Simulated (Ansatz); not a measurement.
## Down a group: vertical spin gaps of HPGa, HAsGa

Ansatz 0.2.0, basis cc-pVDZ; geometries are PBE0/def2-TZVP minima. Wave-function levels freeze the cores with the filled d shells of p-block atoms; HF, MP2 and coupled cluster are restricted for singlets and unrestricted otherwise, restricted open-shell where a d shell is frozen. The reference is CCSDT(Q) or CCSDTQ (coupled cluster only where its series has nearly closed). An error is the level's value less the reference. None of these values is a measured one. Energies are electronic, without zero-point terms. No spin–orbit coupling and no scalar relativity. The set is small: such energies can lie up to about 0.3 eV from the limit, spin gaps mostly less, so near ties and functionals' places can change in larger sets. The species are chosen: bound, without strong static correlation by their natural occupations or amplitudes, in their lowest spin state as far as vertical gaps and like structures tell, and with a ladder that closes on the reference, so errors are smaller than for species at large; levels whose determinant breaks symmetry or spin markedly are left out.

| species | bonds (Å) | quantity | symmetry of the states | reference | value (eV) | error HF | error MP2 | error CCSD | error CCSD(T) | error CCSDT |
| --- | --- | --- | --- | --- | --- | --- | --- | --- | --- | --- |
| HPGa, doublet | P–Ga 2.448, P–H 1.433, angle at P 85° | quartet less doublet, vertical | A'' / A'' | CCSDT(Q) | 1.842 | -0.324 | -0.062 | 0.005 | 0.001 | 0.000 |
| HAsGa, doublet | Ga–As 2.555, As–H 1.537, angle at As 82° | quartet less doublet, vertical | A'' / A'' | CCSDTQ | 1.752 | -0.294 | -0.073 | -0.004 | -0.001 | -0.001 |

The reference falls from P to As, by 0.090 eV in all.
